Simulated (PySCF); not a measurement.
# Ionisation energy of B by level of theory

B [He] 2s2 2p1 (2P) → B⁺ [He] 2s2 (1S), as a difference of total energies. Calculation: PySCF 2.14, in def2-TZVP (5s3p2d1f, 31 functions); the non-relativistic Hamiltonian (point nucleus). Correlated levels: valence: 1s2 frozen. The calculations carry no spin-orbit coupling.

Q: Order these methods by the ionisation energy they give, lowest first.
A. CCSD (valence)
B. B3LYP
C. SCS-MP2 (valence)
D. UHF

A: D (8.041 eV), A (8.172 eV), C (8.230 eV), B (8.738 eV).

Errors of the correlated levels include the incompleteness of this basis and the frozen core.

The coupled-cluster amplitudes are large for B⁺ (T1 above 0.03 or a double amplitude above 0.15), so a single reference is strained.

For comparison: 8.297 eV (measured; NIST levels, between the centres of gravity of the two terms).
